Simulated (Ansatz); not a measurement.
Results of PBEsol in Ansatz (PAW) for litharge SnO.

Run with plane-wave cutoff 520 eV, 10×10×8 k mesh (along the axes of the cell as run), Fermi–Dirac smearing 0.01 eV, scalar-relativistic PAW data made under PBE.

Starting structure:

```
CELL_PARAMETERS angstrom
      3.80000     0.00000     0.00000
      0.00000     3.80000     0.00000
      0.00000     0.00000     4.84000
ATOMIC_POSITIONS crystal
  Sn 0.50000 0.00000 0.76200
  Sn 0.00000 0.50000 0.23800
  O  0.50000 0.50000 0.00000
  O  0.00000 0.00000 0.00000
```

### Question
Into what structure does the relaxation of cell and atoms lead at this level, with the symmetry of the start kept?

### Answer
The volume drops by 1.6 %; final space group P4/nmm.
```
CELL_PARAMETERS angstrom
      3.80490     0.00000     0.00000
      0.00000     3.80490     0.00000
      0.00000     0.00000     4.74953
ATOMIC_POSITIONS crystal
  Sn 0.50000 0.00000 0.75747
  Sn 0.00000 0.50000 0.24253
  O  0.50000 0.50000 0.00000
  O  0.00000 0.00000 0.00000
```

Note: the solid has no gap at this level, which affects its response; the cell comes from a level without a dispersion term, which matters for the spacing of layers, chains or molecules.

Ansatz is a quantum-chemistry and plane-wave program.
